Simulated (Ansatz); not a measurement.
Energy needed to pull apart AlNH$_{3}$ (SMILES [NH][AlH2]), doublet, into free ground-state atoms, from the structure below (at a frame of a short PBE0-D4/def2-SVP trajectory); no zero-point or spin–orbit terms; open-shell atoms are treated unrestricted, in their ground-state multiplicity.

N1  (0.478, -0.778, 0.814)
Al2  (-0.230, 0.364, -0.358)
H3  (1.152, -1.501, 0.890)
H4  (-1.430, -0.434, -1.064)
H5  (0.407, 1.865, -0.190)
(Å)

Computed with Ansatz 0.2.0 (basis: def2-TZVPP); correlated methods freeze the cores; orbitals are unrestricted.

```csv
method,atomization energy (eV)
PBE-D4,12.93
r2SCAN-D4,12.92
PBE0-D4,12.66
wB97M-V,12.91
HF,?
MP2,?
CCSD,12.23
CCSD(T),12.37
```

**Question.** What does HF give? (Judge from chemistry; the value comes from the calculation.)

**Answer.** By the calculation: 8.85 eV, which is about 3.52 eV less than CCSD(T)/def2-TZVPP.

**Question.** What does MP2 give? (To be estimated.)

**Answer.** The calculation gives: 12.24 eV, which is about 0.14 eV less than CCSD(T)/def2-TZVPP.

In triple zeta the MP2 and coupled-cluster atomization energies are still short of their basis limit by a few kcal/mol a bond, whereas those of the functionals are nearly converged, so these differences are not deviations from converged CCSD(T).

The T1 diagnostic stays at or below 0.017. ⟨S²⟩ of the unrestricted Hartree–Fock references: 0.76 (a pure state has 0.75).

For scale, one of the runs: CCSD(T)/def2-TZVPP forces, 115 basis functions, launched by `ansatz run in.yaml --threads 2 --pin off --events-out ev --progress --plain --max-ram 3481MiB`. Hardware: 2 CPU threads of an Arm Neoverse V2, shared host. Wall time 41 s; peak host memory 1.5 GiB.
